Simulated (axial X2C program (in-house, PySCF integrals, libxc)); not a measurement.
Results of a calculation; reference values are marked as such.
**BH: input and output**

Program: an axial X2C code built on PySCF integrals.

The run was started with this input:
```json
{
 "zs": [
  5,
  1
 ],
 "q": 0,
 "bas": [
  "dyall-v4z",
  "dyall-v4z"
 ],
 "levels": [
  "PBE0",
  "HF",
  "TPSSh",
  "PBE",
  "r2SCAN"
 ],
 "cc": true,
 "r0": 1.17,
 "thr": -2.0,
 "nmax": 180
}
```
```bash
python so2c.py task.json out
```

Keys: zs atomic numbers; q charge; bas basis sets; levels methods; cc coupled cluster on or off; r0 starting distance in Å; thr threshold in hartree for freezing inner shells (an s shell follows its p shell); nmax most natural virtual spinors. HF also brings MP2.

Output of the r2SCAN step, two-component, at R = 1.240 Å for the state Ω = 0. It starts from PBE0 orbitals of this distance.

```
two-component X2C + atomic mean field  r2SCAN
basis functions 100  fitting functions 537  grid points 4346
iter        total energy     max residual
   1        -25.270817071     1.41e-02
   2        -25.271211361     1.56e-03
   3        -25.271217567     9.03e-04
   4        -25.271222211     1.21e-04
   5        -25.271222289     6.44e-06
   6        -25.271222290     1.10e-06
converged
one-electron -37.20896430  Coulomb 14.06642643  exact exchange 0.00000000  xc functional -4.26169741  nuclear repulsion 2.13377908  atomic mean-field constant -0.00076609
```
Energies are in hartree; totals compare only within one Hamiltonian and basis.
